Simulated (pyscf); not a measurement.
PySCF, gas phase, ωB97X-D3(BJ)/def2-SVP geometries.

Problem. Estimate by transition-state theory the rate constant of H₃Si–SiH₂–SiH₃ (SMILES [SiH3][SiH2][SiH3]) + HF (SMILES F) → F–SiH₂–SiH₃ (SMILES F[SiH2][SiH3]) + SiH₄ (SMILES [SiH4]) (singlet surface; Si–Si, F–H broken, F–Si, H–Si formed) at 1200 K, with ωB97M-D3(BJ)/def2-TZVP energies (ideal gas, 1 atm, RRHO with modes under 100 cm⁻¹ raised to 100, one conformer, R ln 2 for chiral ones without a mode under 150 cm⁻¹; no tunnelling).

Solution. The electronic barrier is 35.3 kcal/mol and the thermal terms add +41.2, so ΔG‡ = 76.5 kcal/mol. With k_BT/h = 2.50e+13 s⁻¹ and RT = 2.385 kcal/mol, and a volume of 1.64e-19 cm³ per molecule at 1 atm, k = 4.9e-20 cm³ molecule⁻¹ s⁻¹. Wigner's tunnelling factor for 1236i cm⁻¹ would be 1.09. A shift of 1 kcal/mol in the barrier changes k by a factor 1.5. At the saddle there is also a short H–Si contact that neither side keeps. This is the saddle that the search found; another between the same sides may lie lower.
